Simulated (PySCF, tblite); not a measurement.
# A complex of 2 × water and 2 × hydrogen fluoride

A gas-phase complex of 2 × water and 2 × hydrogen fluoride; neutral, singlet. The structure comes from a short search (6 tight-binding starts) and was relaxed by PBE0-D3(BJ)/def2-SVPD; another way of binding may lie lower. No frequency run checks that it is a minimum.

Parts: 1 = water (O), atoms 1–3; 2 = water (O), atoms 4–6; 3 = hydrogen fluoride (F), atoms 7–8; 4 = hydrogen fluoride (F), atoms 9–10.

Coordinates in Å:
```
O1     -0.415   -0.177   -0.740
H2     -0.701   -0.931   -0.159
H3     -0.132    0.537   -0.161
O4     -0.826   -2.392    0.621
H5     -1.627   -2.921    0.626
H6     -0.130   -2.942    0.214
F7      1.198   -3.413   -0.857
H8      1.323   -2.632   -1.396
F9      1.291   -1.264   -2.070
H10     0.608   -0.739   -1.564
```

```tsv
contact	kind (by geometry)	distance (Å)	angle (°)
H10···O1	hydrogen bond	1.428	171
H8···F9	hydrogen bond	1.525	168
H2···O4	hydrogen bond	1.660	164
H6···F7	hydrogen bond	1.769	160
```

Deforming the relaxed parts to their shape here costs 4.9 kcal/mol, which the interaction energies leave out.

Interaction energies are complex less parts, with the parts frozen as they stand in it; counterpoise-corrected, in kcal/mol (PySCF).

Problem. Give the interaction energy at each level run.

Solution. 
```
                  level  interaction  superposition error removed
wB97M-D3(BJ)/def2-TZVPD       -36.25                        -0.39
 PBE0-D3(BJ)/def2-TZVPD       -39.76                        -0.37
```

Problem. What holds them together? Decompose the wB97M-D3(BJ)/def2-TZVPD energy: frozen parts, their antisymmetrised product, then relaxation.

Solution. electrostatic -66.6, Pauli repulsion +83.7, orbital relaxation -50.8, dispersion correction -2.9 kcal/mol, which sum to the value before the counterpoise correction; the Pauli term holds the exchange-correlation of the frozen density too. Of the attraction, 55 % is electrostatic, 42 % is orbital relaxation, 2 % is dispersion correction.

The parts were also relaxed and run alone, at the levels used for the complex: shieldings by PBE0/pcSseg-2.

Values alone: F9–H10 bond (Å): 0.920; shielding of H10 (ppm): 29.19; shielding of O1 (ppm): 328.9; shielding of H8 (ppm): 29.19; shielding of F9 (ppm): 410.9.

Problem. What does binding change?

Solution. 
| property | alone | in the complex | change |
| --- | --- | --- | --- |
| F9–H10 bond (Å) | 0.920 | 0.999 | +0.079 |
| shielding of H10 (ppm) | 29.19 | 16.97 | -12.22 |
| shielding of O1 (ppm) | 328.9 | 293.4 | -35.5 |
| shielding of H8 (ppm) | 29.19 | 21.43 | -7.75 |
| shielding of F9 (ppm) | 410.9 | 357.1 | -53.8 |

Density functionals tend to overstate the lengthening and the red shift of so strongly bound an X–H bond.

The 3 runs behind this took 110 s in all, one thread each of Arm Neoverse V2 on a shared host, launched as `OMP_NUM_THREADS=1 python cluster_run.py task.json out`.
